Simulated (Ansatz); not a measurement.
System: rock-salt BaS. Method: HSE06-D3(BJ) (plane waves, PAW; Ansatz, a first-principles code).

Numerical settings: plane-wave cutoff 460 eV, 8×8×8 k mesh, Fermi–Dirac smearing 0.01 eV, scalar-relativistic PAW data made under PBE.

The volume scan:

```tsv
V (Å³/atom)	E − E_lowest (meV/atom)	P (GPa)
29.788	13.70	2.884
30.572	3.38	1.368
31.356	0.00	0.046
31.890	1.21	-0.757
32.924	10.59	-2.111
```

Task: Fit the third-order Birch–Murnaghan equation and give B0 and B′.

Result: V0 = 31.385 Å³/atom, B0 = 49.1 GPa, B′ = 4.5 (fit to the energies at full precision).

Measured, for comparison: equilibrium volume per atom 32.60 Å³/atom (room temperature, not corrected to a static lattice; as tabulated in Lucero et al. (2012), arXiv:1111.4515). Computed (rounded) less measured: equilibrium volume per atom -3.7 %.

Spin–orbit coupling is not included.

Static lattice: no zero-point or thermal effects.

The result took about 12 core-minutes (a rough figure).
